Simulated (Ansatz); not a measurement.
Results of LDA in Ansatz (PAW) for hcp Ru.

Run with plane-wave cutoff 520 eV, 18×18×12 k mesh (along the axes of the cell as run), Fermi–Dirac smearing 0.1 eV, perturbation theory, no spin polarisation, scalar-relativistic PAW data made under PBE.

Computed at the level's own relaxed cell.

```yaml
crystal:
  lattice:
    - [2.67583, 0.00000, 0.00000]
    - [-1.33792, 2.31734, 0.00000]
    - [0.00000, 0.00000, 4.22137]
  atoms:
    - { symbol: Ru, position: [0.66667, 0.33333, 0.75000] }
    - { symbol: Ru, position: [0.33333, 0.66667, 0.25000] }
```

Harmonic phonon frequencies (cm⁻¹; i marks an imaginary mode):

| q point | frequencies |
|---|---|
| Γ | 0 0 0 207 207 274 |
| M | … |
| K | … |
| A | 143 143 143 143 224 224 |

### Question
Complete the blanks.

### Answer

- M, frequencies: 144 186 187 219 223 224
- K, frequencies: 188 188 214 214 218 273

No imaginary mode appears at these points.

Ansatz is a first-principles code.
